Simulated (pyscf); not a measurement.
Single points on ωB97X-D3(BJ)/def2-SVP structures (PySCF, gas phase). MP2 and CC: frozen core, UHF for open shells. ΔMP2 is the change of the MP2 total energy from the triple- to the quadruple-zeta basis.

SMILES: [Zn]([OH])[Cl]
```xyz
4

O     -0.3341     0.8925    -1.3045
Zn     0.7213     0.4467     0.0410
Cl     2.0792    -0.0251     1.5680
H     -1.2604     0.6441    -1.2181
```
Charge 0, spin multiplicity 1.

Q: List the bond dissociation enthalpies at 298 K of `[OH][Zn][Cl]` from CCSD(T)/def2-TZVPP + ΔMP2(QZVPP), from the weakest bond up.

A: O–Zn to OH• + [Cl–Zn]•: 4.32 eV; Cl–Zn to [HO–Zn]• + Cl•: 4.63 eV; H–O to •O–Zn–Cl + H•: 5.19 eV. Ring and multiple bonds, and those that leave no two simple radicals, are not listed. The radicals are drawn with the spin at the cut bond; how far it spreads was not checked. The CCSD(T) − MP2 part came from Ansatz, without density fitting, on the same reference. The frozen core leaves the outer d or s,p core shells of the metals and heavy elements correlated in the MP2 and CC values, and def2-TZVPP describes them poorly, which can shift differences by a few kcal/mol. Left out: the spin-orbit lowering of Cl, OH. The term symbol of open-shell Cl–Zn, •O–Zn–Cl was not checked; spin-orbit terms are left out. Elements up to Kr have no core potential and no relativistic terms here.
